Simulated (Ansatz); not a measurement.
`C/N=C(/S)Cl` + H₂ → `C/N=C/Cl` + H₂S at 500 K and 1 bar (hydrogenolysis of a C–S bond).

Gas-phase electronic energies from Ansatz, PBE0-D4/def2-TZVP geometries. CCSD(T)/CBS adds triple-zeta CCSD(T) − MP2 to the extrapolated MP2 energy (def2 sets, frozen cores). This one scheme is used for every species. Double bonds are as drawn, so ΔE can hold a change between cis and trans. Each species was taken in one conformer, which may not be the lowest.

```
      species  CCSD(T)/CBS energy (Eh)  H − E (kJ/mol)  S (J/(mol·K))
`C/N=C(/S)Cl`               -990.74099           196.8          391.4
           H₂                 -1.17544            41.0          145.5
   `C/N=C/Cl`               -592.96072           188.1          335.8
          H₂S               -398.97279            57.0          224.0
```

H − E and S are ideal-gas, rigid-rotor, harmonic terms from PBE0-D4/def2-TZVP, for one conformer and one mirror image of each species. For small species the MP2-based limit differs from directly extrapolated CCSD(T) by up to some mEh (0.8 for H₂); such offsets cancel only in part. 1 Eh = 2625.50 kJ/mol, R = 8.31446 J/(mol·K).

**Question.** By hand: ΔE, ΔH, ΔS and ΔG.

**Answer.** ΔE = (-592.96072) + (-398.97279) − (-990.74099) − (-1.17544) = -0.01708 Eh = -44.8 kJ/mol. Δ(H − E) = 188.1 + 57.0 − 196.8 − 41.0 = 7.3, so ΔH = -37.5 kJ/mol. ΔS = 335.8 + 224.0 − 391.4 − 145.5 = 22.9 J/(mol·K). ΔG = -37.5 − 500 × (22.9)/1000 = -49.0 kJ/mol.

**Question.** By hand: the equilibrium constant, and the temperature at which ΔG would vanish if ΔH and ΔS stayed fixed.

**Answer.** log₁₀ K = −ΔG/(RT ln 10) = 5.1. ΔH and −TΔS have one sign here, so there is no such temperature.

ΔH outweighs TΔS. A doubt of 5 kJ/mol in ΔE shifts log₁₀ K by 0.5 here. Other conformers and mirror images would add mixing entropy, several J/(mol·K) or more a flexible species. These are equilibria of isolated gas molecules and say nothing of rates. Largest T1 diagnostic: 0.013 (customary marks: 0.02 for closed shells, 0.045 for open ones).
